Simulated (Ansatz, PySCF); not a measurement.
System: HOCl, charge 0, multiplicity 1. SMILES: OCl
Structure (B3LYP-D3(BJ)/def2-TZVP (Ansatz, an electronic-structure program) minimum search):
```xyz
3

O      0.0220     1.1044    -0.0012
H     -0.9233     1.3146     0.0160
Cl     0.0439    -0.5970    -0.0004
```

Wanted: enthalpy of formation at 298 K, in kcal/mol. Set-up: spin-orbit terms left out; non-relativistic; six Cartesian d functions in 6-31G* and its kin unless marked 5d; dispersion terms only where a functional's name holds one; UHF or UKS for open shells. Ab initio and DFT rows: single points at B3LYP-D3(BJ) geometries (Ansatz), with unscaled harmonic terms from B3LYP/6-31G* at its own minima, enthalpies of formation by atomisation with measured atoms.

```
species     coefficient  E at B3LYP/6-31G* (Ansatz), Eh  E at M06-2X/def2-TZVPD (PySCF), Eh  H(298 K) - E, kcal/mol
----------  -----------  ------------------------------  ----------------------------------  ----------------------
OCl (HOCl)           +1                      -535.94323                          -535.96034                   10.62
Cl atom              -1                      -460.13624                          -460.13314                       -
H atom               -1                        -0.50027                            -0.49815                       -
O atom               -1                       -75.06062                           -75.06660                       -
```

The atoms take no thermal term, since their enthalpies of formation at 0 K are used: the result is the sum of coefficient times E, plus the molecule's thermal term, plus number times (enthalpy of formation minus H(298) - H(0)) over the atoms. Measured values of the atoms (G2/97 table in ASE), kcal/mol:

```json
[
 {"atom": "Cl", "number": "1", "enthalpy of formation of the gas at 0 K": "28.59", "H(298) - H(0) of the element's standard state": "1.10"},
 {"atom": "H", "number": "1", "enthalpy of formation of the gas at 0 K": "51.63", "H(298) - H(0) of the element's standard state": "1.01"},
 {"atom": "O", "number": "1", "enthalpy of formation of the gas at 0 K": "58.99", "H(298) - H(0) of the element's standard state": "1.04"}
]
```

Measured values: Active Thermochemical Tables 1.112 (ions: stationary electron), as tabulated in the package chemicals; they hold spin-orbit and core effects, anharmonicity.  Value to compare with, the measured value: -18.4 kcal/mol. 1 Eh = 627.5095 kcal/mol.

Problem. Work the quantity out at each level, and compare with the measured value.

Solution. 
- B3LYP/6-31G*: the sum of coefficient times E is -0.24610 Eh, or -154.43 kcal/mol; the thermal terms add 10.62; the atoms' measured terms add 136.06. Result: -7.8 kcal/mol. Its error against the measured value is 10.6 kcal/mol.
- M06-2X/def2-TZVPD: the sum of coefficient times E is -0.26245 Eh, or -164.69 kcal/mol; the thermal terms add 10.62; the atoms' measured terms add 136.06. Result: -18.0 kcal/mol. Its error against the measured value is 0.4 kcal/mol.
